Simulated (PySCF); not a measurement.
Compound: C₃HO₂S (charge -1).
Structure used (GFN2-xTB), in Å, numbered top down from 1:
```
atom  x, y, z in Å
O1    -1.545    0.149    1.224
C2    -1.166   -0.246    0.148
O3    -1.557   -0.989   -0.719
C4     0.272    0.528   -0.314
C5     1.375    0.000   -0.013
S6     2.628   -0.857    0.480
H7    -0.003    1.420   -0.833
```

Computed with TDDFT PBE0/def2-SVPD, vertical, gas phase, core orbitals frozen in the response (PySCF 2.14.0, density-fitted response routines).

Ground-to-excited transition dipoles (e·a0, same axes as the geometry; the sign carries no meaning), for the states with f of 0.002 or more among the lowest 6:

```tsv
state	E (hartree)	μx	μy	μz
S2	0.1559	1.400	-0.047	0.018
S3	0.1690	0.000	0.081	0.139
S4	0.1770	-0.001	-0.107	-0.183
S5	0.1831	-0.002	-0.212	-0.363
S6	0.1927	-0.001	-0.074	-0.127
```

(1) Work out the oscillator strengths.

(2) What is the point group, and which symmetry does each of these states have?

(3) Which bond between heavy atoms lies closest to the direction of the S2 transition dipole?

(4) What angle do the transition dipoles of S2 and S5 make?

(5) How is the summed strength of these states shared among x, y and z?

(6) What peak molar absorption coefficient would the strongest computed level give as a lone Gaussian band 0.3 eV wide at half height?

## Answers

(1) f = (2/3) ΔE |μ|² with ΔE in hartree (27.2114 eV).

```json
{"state": "S2", "|μ|² (au)": "1.962", "|μ| (D)": "3.56", "f": "0.204"}
{"state": "S3", "|μ|² (au)": "0.026", "|μ| (D)": "0.41", "f": "0.003"}
{"state": "S4", "|μ|² (au)": "0.045", "|μ| (D)": "0.54", "f": "0.005"}
{"state": "S5", "|μ|² (au)": "0.177", "|μ| (D)": "1.07", "f": "0.022"}
{"state": "S6", "|μ|² (au)": "0.022", "|μ| (D)": "0.37", "f": "0.003"}
```

(2) Cs. From a totally symmetric ground state, an allowed state transforms like the component of the dipole operator along its μ. Polarised normal to the mirror plane, so A″: S3, S4, S5 and S6. Polarised in the mirror plane, so A′: S2.

(3) C4–C5, at 27° from it; next C2–C4 at 34°.

(4) |cos θ| = |μa·μb| / (|μa| |μb|) = 0.00, so θ ≈ 90° (taken between 0 and 90°, since the signs are arbitrary).

(5) (2/3) Σ ΔE μα² gives 0.204 for x, 0.009 for y and 0.024 for z, 0.237 in all.

(6) ε(max) = 2.175×10⁸ f / FWHM, with the width in cm⁻¹. S2: 2.175×10⁸ × 0.2040 / 2420 ≈ 18000 L mol⁻¹ cm⁻¹.

No detachment energy is given for this anion; states above it aren't bound, and a finite basis only mimics them.
